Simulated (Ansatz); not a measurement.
# A relaxation, step by step

SiH$_{6}$SO, singlet, PBE0-D4/def2-TZVP (Ansatz 0.2.0). Settings:

```yaml
hamiltonian: {xc: pbe0, dispersion: d4}
relax: {f_tol: 0.005, max_steps: 200}
```

Start, a step off a saddle point along its unstable mode:

```tsv
atom	x (Å)	y (Å)	z (Å)
Si1	0.0302	0.9014	-0.2034
S2	1.1882	-1.3097	0.9145
H3	-0.7956	1.8063	-1.0012
H4	0.0090	1.4208	1.2134
H5	1.3444	0.9665	-0.8942
H6	-0.0255	-1.3433	-0.0323
O7	-0.9031	-0.4854	-0.5642
H8	0.4579	-1.3386	2.0116
H9	-1.3054	-0.6179	-1.4441
```

```
               step  energy less the last (meV)  largest force component (eV/Å)
                  1                      1005.5                           1.024
                  4                       142.2                           0.984
                  7                         8.1                           0.059
                 10                         4.6                           0.026
                 13                         2.6                           0.080
                 16                         1.8                           0.056
                 19                         1.3                           0.007
                 22                         1.0                           0.025
                 25                         0.7                           0.021
                 28                         0.6                           0.032
                 31                         0.4                           0.030
                 34                         0.2                           0.021
37 (rejected trial)                         0.2                           0.031
                 40                         0.1                           0.013
                 43                         0.0                           0.010
                 46                         0.0                           0.005
                 49                         0.0                           0.002
```

Step 13, positions (Å) and forces (eV/Å):

```
atom       x       y       z      Fx      Fy      Fz
 Si1  -0.182   1.223  -0.516  -0.019  -0.005  -0.026
  S2   1.349  -2.012   1.252  -0.023  -0.001  -0.007
  H3  -0.973   2.308  -1.158   0.005   0.002   0.005
  H4  -0.085   1.453   0.942  -0.001  -0.005  -0.003
  H5   1.175   1.207  -1.124  -0.006  -0.003   0.000
  H6   0.288  -1.687   0.489   0.018   0.002   0.012
  O7  -0.952  -0.232  -0.702  -0.028  -0.036  -0.056
  H8   0.667  -1.805   2.388   0.004   0.001  -0.004
  H9  -1.288  -0.456  -1.572   0.050   0.046   0.080
```

Step 16, positions (Å) and forces (eV/Å):

```json
{"atom": "Si1", "x": "-0.187", "y": "1.233", "z": "-0.519", "Fx": "-0.003", "Fy": "0.004", "Fz": "-0.010"}
{"atom": "S2", "x": "1.324", "y": "-2.071", "z": "1.250", "Fx": "-0.045", "Fy": "0.017", "Fz": "0.016"}
{"atom": "H3", "x": "-0.992", "y": "2.313", "z": "-1.151", "Fx": "-0.005", "Fy": "-0.002", "Fz": "0.005"}
{"atom": "H4", "x": "-0.078", "y": "1.460", "z": "0.939", "Fx": "0.008", "Fy": "-0.001", "Fz": "-0.003"}
{"atom": "H5", "x": "1.161", "y": "1.228", "z": "-1.145", "Fx": "0.003", "Fy": "0.000", "Fz": "0.009"}
{"atom": "H6", "x": "0.279", "y": "-1.673", "z": "0.499", "Fx": "0.025", "Fy": "-0.009", "Fz": "0.016"}
{"atom": "O7", "x": "-0.943", "y": "-0.231", "z": "-0.694", "Fx": "-0.021", "Fy": "-0.009", "Fz": "-0.056"}
{"atom": "H8", "x": "0.680", "y": "-1.791", "z": "2.394", "Fx": "0.019", "Fy": "-0.009", "Fz": "-0.030"}
{"atom": "H9", "x": "-1.245", "y": "-0.468", "z": "-1.573", "Fx": "0.020", "Fy": "0.009", "Fz": "0.054"}
```

Step 31, positions (Å) and forces (eV/Å):

| atom | x | y | z | Fx | Fy | Fz |
| --- | --- | --- | --- | --- | --- | --- |
| Si1 | -0.177 | 1.331 | -0.602 | 0.000 | -0.012 | 0.001 |
| S2 | 1.209 | -2.276 | 1.408 | -0.021 | 0.009 | 0.014 |
| H3 | -1.243 | 2.295 | -0.990 | 0.018 | -0.015 | 0.005 |
| H4 | 0.213 | 1.535 | 0.811 | -0.005 | 0.000 | -0.015 |
| H5 | 0.995 | 1.541 | -1.496 | -0.024 | -0.003 | 0.013 |
| H6 | 0.349 | -1.635 | 0.594 | 0.007 | -0.004 | 0.011 |
| O7 | -0.730 | -0.228 | -0.689 | 0.008 | 0.030 | -0.010 |
| H8 | 0.460 | -2.030 | 2.494 | 0.014 | -0.004 | -0.025 |
| H9 | -1.076 | -0.532 | -1.529 | 0.001 | -0.001 | 0.006 |

Last step (49):

```xyz
9
angstrom
Si -0.1658 1.3824 -0.6487
S 1.1532 -2.3486 1.5158
H -1.3636 2.2406 -0.8523
H 0.4101 1.6131 0.6942
H 0.8305 1.7117 -1.7026
H 0.4226 -1.6078 0.6615
O -0.5713 -0.2218 -0.6860
H 0.2572 -2.2037 2.5030
H -0.9729 -0.5659 -1.4850
```

Hardware: 2 CPU threads of an Arm Neoverse V2, shared host. Wall time about 110 s.
